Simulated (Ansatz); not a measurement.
Run this with the Python package of Ansatz (0.2.0) and show what comes out.

Input file `clh2nsi.xyz`:
```text
5

N     0.02480    0.83380   -0.12030
Si    0.41430   -0.20760    1.10480
Cl    0.02620   -2.07900    0.35880
H    -0.92260    0.72760   -0.39190
H     0.50710    0.65160   -0.99280
```

The script, `field_clh2nsi.py`:
```python
"""Response of ClH2NSi to a pair of distant point charges."""

import ansatz as az
import numpy as np

molecule = az.Crystal.molecule_from_extxyz("clh2nsi.xyz")

calculation = molecule.calculation()
calculation = calculation.basis(gaussian="def2-SVP")
calculation = calculation.functional("pbe0")
calculation = calculation.forces()
# charges +q and -q at -R and +R make a nearly even field 2 k q / R^2 at the centre
centre = np.mean([site.position_ang for site in molecule.cartesian_sites], axis=0)
field = 2 * 14.399645 * 3.0 / 25.0 ** 2


def dipole(axis, sign):
    arm = 25.0 * np.eye(3)[axis]
    pair = [{"charge": sign * 3.0, "position_ang": (centre - arm).tolist()}, {"charge": -sign * 3.0, "position_ang": (centre + arm).tolist()}]
    deck = calculation.input().set(az.key.basis.gaussian.point_charges, pair)
    return np.array(az.Session.from_dict(deck).plan().execute().report["charge_distribution"]["dipole_moment_e_ang"])


print(f"field {field:.4f} V/A")
alpha = np.array([(dipole(axis, 1) - dipole(axis, -1)) / (2 * field) * 14.399645 for axis in range(3)])
print("polarisability tensor (A^3)")
print(np.array2string(alpha, precision=3, suppress_small=True))
print(f"mean {np.trace(alpha) / 3:.3f} A^3 = {np.trace(alpha) / 3 / 0.14818471:.2f} bohr^3")
```

```console
$ python field_clh2nsi.py
field 0.1382 V/A
polarisability tensor (A^3)
[[5.035 0.198 0.106]
 [0.205 7.164 0.203]
 [0.099 0.198 5.319]]
mean 5.839 A^3 = 39.40 bohr^3
```

Caveats:
- The geometry is a force-field or estimated start, not a minimum of this method, and the basis set is short of its limit. The field of two point charges is only nearly even.
- Without diffuse functions polarisabilities are unreliable, as a rule too low, and they change with the bond lengths of this unrelaxed start.
- Run time: 4.9 s on 1 thread of Intel(R) Xeon(R) 6975P-C (Granite Rapids) (shared host), peak memory 0.19 GiB.

(Lines on the test bed's own set-up are left out of the output.)
